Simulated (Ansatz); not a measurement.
The first iterations of a band of B2H5Si (8 atoms, charge 0, multiplicity 2).

The calculation used UKS CAM-B3LYP/STO-3G in Ansatz.

| Quantity | Value |
| --- | --- |
| movable images | 5 |
| climbing image | yes |
| spring | 5.0 eV/Å² |
| optimiser | quadratic models (default) |
| start path | IDPP |
| force threshold | 0.03 eV/Å |
| iteration limit | 60 |
| end points | relaxed |

Image 0:

```xyz
8
Properties=species:S:1:pos:R:3
B -1.095 0.773 -1.067
Si 0.036 0.432 0.423
B 1.064 -1.142 0.706
H -1.223 -0.016 -1.918
H -1.687 1.776 -1.163
H 0.126 1.464 1.428
H 1.740 -1.264 1.651
H 1.039 -2.023 -0.060
```

Image 6:

```xyz
8
Properties=species:S:1:pos:R:3
B -1.099 0.771 -1.066
Si 0.036 0.432 0.423
B 1.066 -1.141 0.706
H -1.228 -0.019 -1.916
H -1.689 1.774 -1.162
H 0.127 1.464 1.426
H 1.040 -2.023 -0.059
H 1.747 -1.259 1.648
```

| iteration | highest image above the first end (eV) | largest band force component (eV/Å) |
| --- | --- | --- |
| 1 | 0.419 | 1.849 |
| 2 | 0.309 | 0.459 |

Does the band converge within its limit, and where does its top end?

The forces met the threshold. It ended after 7 iterations with the highest image 0.294 eV above the first end. A vibrational analysis at the climbing image gives one clearly imaginary mode, 345i cm⁻¹: a first-order saddle point. Limits of this set-up: minimal basis.

Run time: 64 s on 1 thread of Arm Neoverse V1 (shared host), peak memory 0.1 GiB.
